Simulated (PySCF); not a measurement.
Stepwise substitution at one centre (B F-Br). All species are isolated molecules in the gas phase. Strings in code marks are SMILES.

The S1–T1 gap (TDA) from two functionals at the same geometries (B3LYP-D3(BJ)/def2-TZVP), both in PySCF: PBE-D3(BJ)/def2-TZVP and ωB97X-D3(BJ)/def2-TZVP. Excitations are Tamm–Dancoff values on a coarser integration grid. The basis has no diffuse functions, so Rydberg states are missing or too high.

```
species                                PBE-D3(BJ)/def2-TZVP (eV)  ωB97X-D3(BJ)/def2-TZVP (eV)
-------------------------------------  -------------------------  ---------------------------
0 of 3 F replaced by Br (`FB(F)F`)                          0.26                         0.23
1 of 3 F replaced by Br (`BrB(F)F`)                         0.17                         0.15
2 of 3 F replaced by Br (`BrB(Br)F`)                        0.16                         0.15
3 of 3 F replaced by Br (`BrB(Br)Br`)                       0.16                         0.14
```

Over these rows, drawn at random from the members with no instability flagged (it was tested for open shells, ions and some series alone), PBE minus ωB97X-D3(BJ): mean +0.02 eV, from +0.02 eV to +0.03 eV.
